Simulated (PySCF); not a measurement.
Molecule: Aminoacetonitrile, C$_{2}$H$_{4}$N$_{2}$.

Mapped SMILES: `[N:1]#[C:2][CH2:3][NH2:4]`. Each H is labelled by its parent atom.

Spin–spin couplings on one PBE0-D3(BJ)/def2-SVP geometry, PySCF 2.14.0 with density-fitted response routines, gas phase, non-relativistic, equivalent pairs averaged; isotopes 13C, 1H, 15N; basis pcJ-1.

Question: How do the couplings (Hz) change with the functional? Times are CPU seconds on shared hosts with different chips, so compare them loosely.

Answer: 
| functional | functions | 1J(C3,H(C3)) | 1J(C2,C3) | 1J(N1,C2) | 1J(N4,H(N4)) | 1J(C3,N4) | 2J(C2,H(C3)) | 2J(H(C3),H(C3)) | core-s |
| --- | --- | --- | --- | --- | --- | --- | --- | --- | --- |
| HF | 148 | 184.6 | 136.3 | -89.4 | -83.5 | -21.5 | -51.4 | -41.4 | 14 |
| LDA | 148 | 106.9 | 51.0 | -8.2 | -55.4 | -1.1 | -4.7 | -12.5 | 7.2 |
| PBE | 148 | 129.6 | 62.0 | -10.3 | -61.3 | -3.1 | -6.9 | -16.4 | 12 |
| KT2 | 148 | 137.3 | 48.7 | -3.6 | -63.8 | 0.5 | -8.3 | -22.4 | 13 |
| B3LYP | 148 | 142.6 | 72.3 | -18.4 | -67.9 | -6.1 | -8.9 | -18.5 | 7.7 |
| PBE0 | 148 | 135.2 | 69.4 | -17.3 | -64.4 | -5.8 | -10.0 | -18.8 | 16 |
| B97-2 | 148 | 128.5 | 68.7 | -16.6 | -62.5 | -5.8 | -9.4 | -16.7 | 16 |
| BHandHLYP | 148 | 155.2 | 84.8 | -30.0 | -73.7 | -10.4 | -13.9 | -22.5 | 16 |
| CAM-B3LYP | 148 | 140.6 | 72.5 | -20.5 | -67.7 | -6.9 | -9.7 | -19.0 | 20 |
